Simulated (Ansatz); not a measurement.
A calculation with Ansatz (development build ahead of 0.2.0).

```yaml
crystal:
  periodic: [false, false, false]
  atoms:
    - { symbol: "N", position_ang: [0.03278, -0.01717, -0.03362] }
    - { symbol: H, position_ang: [0.55228, 0.59921, 0.62087] }
    - { symbol: H, position_ang: [0.57785, -0.63181, -0.62329] }
    - { symbol: H, position_ang: [-0.56149, 0.58048, -0.55961] }
    - { symbol: H, position_ang: [-0.58735, -0.55939, 0.62938] }
basis:
  gaussian: { orbitals: cc-pVDZ }
total_charge: 1
hamiltonian:
  xc: hf
correlation:
  method: mp2
  frozen_orbitals: { H: 0, "N": 1 }
```

The input is written out in the form of the current development build from the run's settings.

The run gave:

```yaml
Converged: yes
Reference_energy: -56.53977 hartree
Correlation_energy: -0.18601 hartree
Total_energy: -56.72579 hartree
Spin_squared_of_the_determinant: 0.000
```
